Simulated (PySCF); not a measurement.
How exact exchange moves a shielding

Molecule: cyclopentanol (SMILES OC1CCCC1).

Molfile (atoms numbered from 1):
```
C5H10O
     RDKit          3D

 16 16  0  0  0  0  0  0  0  0999 V2000
    1.2859    0.1852    1.4409 O   0  0  0  0  0  0  0  0  0  0  0  0
    1.1458   -0.0329    0.0538 C   0  0  0  0  0  0  0  0  0  0  0  0
    0.2912   -1.2794   -0.1210 C   0  0  0  0  0  0  0  0  0  0  0  0
   -1.1431   -0.8013    0.1599 C   0  0  0  0  0  0  0  0  0  0  0  0
   -1.1384    0.7219   -0.1159 C   0  0  0  0  0  0  0  0  0  0  0  0
    0.2820    1.0436   -0.6003 C   0  0  0  0  0  0  0  0  0  0  0  0
    1.6958    1.0469    1.5658 H   0  0  0  0  0  0  0  0  0  0  0  0
    2.1363   -0.1327   -0.4325 H   0  0  0  0  0  0  0  0  0  0  0  0
    0.6236   -2.0880    0.5460 H   0  0  0  0  0  0  0  0  0  0  0  0
    0.3931   -1.6371   -1.1580 H   0  0  0  0  0  0  0  0  0  0  0  0
   -1.4092   -0.9969    1.2083 H   0  0  0  0  0  0  0  0  0  0  0  0
   -1.8783   -1.3365   -0.4594 H   0  0  0  0  0  0  0  0  0  0  0  0
   -1.3544    1.2743    0.8102 H   0  0  0  0  0  0  0  0  0  0  0  0
   -1.8999    1.0238   -0.8502 H   0  0  0  0  0  0  0  0  0  0  0  0
    0.6128    2.0657   -0.3514 H   0  0  0  0  0  0  0  0  0  0  0  0
    0.3568    0.9434   -1.6962 H   0  0  0  0  0  0  0  0  0  0  0  0
  1  2  1  0
  2  3  1  0
  3  4  1  0
  4  5  1  0
  5  6  1  0
  6  2  1  0
  1  7  1  0
  2  8  1  0
  3  9  1  0
  3 10  1  0
  4 11  1  0
  4 12  1  0
  5 13  1  0
  5 14  1  0
  6 15  1  0
  6 16  1  0
M  END
```

GIAO shieldings (ppm, equivalent atoms averaged) in PySCF 2.14 on the PBE0-D3(BJ)/def2-SVP geometry, basis pcSseg-1, gas phase, non-relativistic:

| functional | exact exchange (%) | σ(O1) | σ(C2) |
| --- | --- | --- | --- |
| BLYP | 0 | 254.5 | 94.3 |
| BP86 | 0 | 260.9 | 100.3 |
| PBE | 0 | 259.4 | 100.6 |
| B3LYP | 20 | 265.4 | 101.4 |
| PBE0 | 25 | 271.8 | 108.7 |
| BHandHLYP | 50 | 277.6 | 110.4 |
| HF | 100 | 293.5 | 124.5 |

(1) Fit each shielding as a line in the percentage of exact exchange.

(2) What does the line predict for mPW1PW91 (25 %), and what does the run give?

Results:

(1) σ(O1) = 259.1 + 0.36 x (rms 2.4 ppm); σ(C2) = 98.5 + 0.26 x (rms 2.5 ppm). The functionals also differ in their semilocal parts, which the line can't hold; Hartree–Fock has no correlation at all.

(2) σ(O1): 268.1 predicted, 271.3 computed; σ(C2): 105.0 predicted, 107.9 computed ppm.
